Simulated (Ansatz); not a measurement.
Basis-set series for `[NH2][AlH]` radical. Total charge 0; spin multiplicity 2. Geometry: relaxed with PBE0-D4/def2-TZVP.

| functional | basis | functions | energy (Eh) | HOMO (eV) | LUMO (eV) |
| --- | --- | --- | --- | --- | --- |
| PBE0-D4 | def2-TZVPP | 115 | -298.82156 | -5.49 | -1.99 |
| PBE0-D4 | def2-QZVPP | 217 | -298.83297 | -5.52 | -2.03 |
| ωB97M-V | def2-TZVPP | 115 | -298.95211 | -7.10 | -0.51 |
| ωB97M-V | def2-QZVPP | 217 | -298.96378 | -7.17 | -0.62 |

**Question.** Give the rows for def2-SVP. (Best estimate.)

**Answer.** Computed: 
```json
{"functional": "PBE0-D4", "basis": "def2-SVP", "functions": "47", "energy (Eh)": "-298.66519", "HOMO (eV)": "-5.41", "LUMO (eV)": "-1.94"}
{"functional": "ωB97M-V", "basis": "def2-SVP", "functions": "47", "energy (Eh)": "-298.79338", "HOMO (eV)": "-7.01", "LUMO (eV)": "-0.45"}
```

HOMO and LUMO are taken over both spins.
